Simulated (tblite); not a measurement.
Energy landscape of H2Cl, doublet: collinear H-Cl-H surface. Scanned: H-Cl distance and Cl-H distance.

Cartesian coordinates as functions of the variables (Å; names that start with a are angles):
```
H  0  0  -r1
Cl  0  0  0
H  0  0  r2
```

Calculation: GFN2-xTB, 300 K electronic temperature (tblite 0.5.0).

Energy in kcal/mol above the lowest grid point; x is the H-Cl distance (Å), y the Cl-H distance (Å).

| y \ x | 1.09 | 1.21 | 1.31 | 1.42 | 1.54 | 1.67 | 1.81 | 1.98 | 2.19 | 2.47 | 2.83 | 3.31 | 3.71 |
|---|---|---|---|---|---|---|---|---|---|---|---|---|---|
| 3.71 | 14.0 | 1.1 | 0.0 | 3.9 | 11.4 | 21.4 | 33.0 | 46.9 | 62.5 | 79.0 | 92.7 | 101.0 | 103.1 |
| 3.31 | 13.9 | 1.1 | 0.0 | 3.9 | 11.3 | 21.3 | 32.9 | 46.8 | 62.3 | 78.5 | 91.8 | 99.3 | 101.0 |
| 2.83 | 14.1 | 1.2 | 0.0 | 3.8 | 11.2 | 21.1 | 32.5 | 46.0 | 60.8 | 75.8 | 86.7 | 91.8 | 92.7 |
| 2.47 | 14.7 | 1.7 | 0.3 | 3.9 | 10.9 | 20.3 | 31.1 | 43.5 | 56.5 | 68.4 | 75.8 | 78.5 | 79.0 |
| 2.19 | 16.7 | 3.2 | 1.5 | 4.5 | 10.7 | 19.1 | 28.3 | 38.6 | 48.5 | 56.5 | 60.8 | 62.3 | 62.5 |
| 1.98 | 20.6 | 6.4 | 4.0 | 6.0 | 11.0 | 17.6 | 24.6 | 31.9 | 38.6 | 43.5 | 46.0 | 46.8 | 46.9 |
| 1.81 | 27.0 | 11.8 | 8.3 | 8.9 | 11.9 | 16.1 | 20.3 | 24.6 | 28.3 | 31.1 | 32.5 | 32.9 | 33.0 |
| 1.67 | 36.1 | 19.5 | 14.5 | 13.1 | 13.6 | 14.8 | 16.1 | 17.6 | 19.1 | 20.3 | 21.1 | 21.3 | 21.4 |
| 1.54 | 48.2 | 29.8 | 22.7 | 18.5 | 15.7 | 13.6 | 11.9 | 11.0 | 10.7 | 10.9 | 11.2 | 11.3 | 11.4 |
| 1.42 | 62.4 | 41.7 | 32.2 | 24.8 | 18.5 | 13.1 | 8.9 | 6.0 | 4.5 | 3.9 | 3.8 | 3.9 | 3.9 |
| 1.31 | 77.1 | 54.4 | 42.5 | 32.2 | 22.7 | 14.5 | 8.3 | 4.0 | 1.5 | 0.3 | 0.0 | 0.0 | 0.0 |
| 1.21 | 92.0 | 68.0 | 54.4 | 41.7 | 29.8 | 19.5 | 11.8 | 6.4 | 3.2 | 1.7 | 1.2 | 1.1 | 1.1 |
| 1.09 | 116.4 | 92.0 | 77.1 | 62.4 | 48.2 | 36.1 | 27.0 | 20.6 | 16.7 | 14.7 | 14.1 | 13.9 | 14.0 |

Points that lie below all their neighbours on the grid: x = 3.31, y = 1.31 (0.0 kcal/mol); x = 1.31, y = 3.31 (0.0 kcal/mol). The lowest path on the grid from the first to the second passes x = 1.67, y = 1.54 at 13.6 kcal/mol.
